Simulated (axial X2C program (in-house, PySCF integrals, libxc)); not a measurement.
Potential curves of BN, 2c

Computed with an axial X2C code built on PySCF integrals. Two-component (2c) means X2C with spin–orbit coupling and atomic mean-field two-electron Coulomb and Gaunt terms. Basis: N dyall-av3z [7s7p3d2f], B dyall-v3z [7s6p2d1f] (cores contracted in-house); Gaussian nuclei, density fitting, unrestricted open shells. Masses: N 14.003 u, B 11.009 u.

State: Ω = 2 (⟨Sz⟩ = 1.00, ⟨Lz⟩ = 1.00 at BLYP). Energies in cm⁻¹ from the fragments at the same level (N + B). Fits are polynomials in 1 − R0/R over 0.85 to 1.23 times the lowest point R0.

| R (Å) | BLYP | CCSD(T) | CCSD |
| --- | --- | --- | --- |
| 1.1458 | -29426 |  |  |
| 1.1985 | -35243 | -29303 | -27796 |
| 1.2380 | -37923 | -32033 | -30368 |
| 1.2775 | -39478 | -33628 | -31788 |
| 1.3170 | -40137 | -34332 | -32298 |
| 1.3631 | -40023 | -34276 | -31997 |
| 1.4092 | -39189 | -33488 | -30969 |
| 1.4685 | -37366 | -31587 | -28906 |
| 1.5409 | -34417 |  |  |
| 1.6462 | -29486 |  |  |

Correlated methods: 8 electrons correlated (number of frozen shells: N 1 s; B 1 s), 176 virtual spin orbitals or spinors in MP2, 90 natural virtuals in coupled cluster.

The state is a single determinant with fixed occupations, the lowest that a limited PBE0 search found. Dissociation energies refer to the lowest single-determinant-based atoms at the same level and basis. Density functionals use the spin component along the axis (collinear). CCSD and (T) use frozen natural virtuals with an MP2 correction for the truncation; (T) itself is uncorrected, so its De runs slightly low. The 2c atoms are single determinants rather than J levels; their spin–orbit lowering is only partly caught, and De is too large by that part. This holds for BLYP. Other states lie close and PBE0, whose exact exchange favours high spin, may order them wrongly; the determinant shown need not be the ground state. The nearest other 2c determinant of the search, Ω = 1, lies 0.14 eV up at the distance of the search. Without a current term, density functionals place determinants with orbital angular momentum somewhat too high. With several unpaired electrons one determinant need not be a pure state. Open-shell Ω = 0 determinants with evenly filled partner blocks cannot be reached by this program, so the Ω shown need not be the lowest component. At some level and bond length an empty orbital lies below a filled one. The determinant is spin-polarised beyond a pure state at some levels (its spin-free form has ⟨S²⟩ too high), which makes Re and μ there less reliable. Coupled cluster ran on the points near the minimum only. MP2 and coupled cluster on one determinant become unreliable at the stretched end.

Problem. What are Re, ωe and De at the BLYP level?

Solution. At BLYP, 2c: Re = 1.333 Å, ωe ≈ 1490 cm⁻¹, De = 4.98 eV to N + B; Be follows as 1.54 cm⁻¹.

Problem. What are Re, ωe and De at the CCSD(T) level?

Solution. At CCSD(T), 2c: Re = 1.337 Å, ωe ≈ 1470 cm⁻¹, De = 4.27 eV to N + B; Be follows as 1.53 cm⁻¹.

Problem. What are Re, ωe and De at the CCSD level?

Solution. At CCSD, 2c: Re = 1.324 Å, ωe ≈ 1550 cm⁻¹, De = 4.01 eV to N + B; Be follows as 1.56 cm⁻¹.
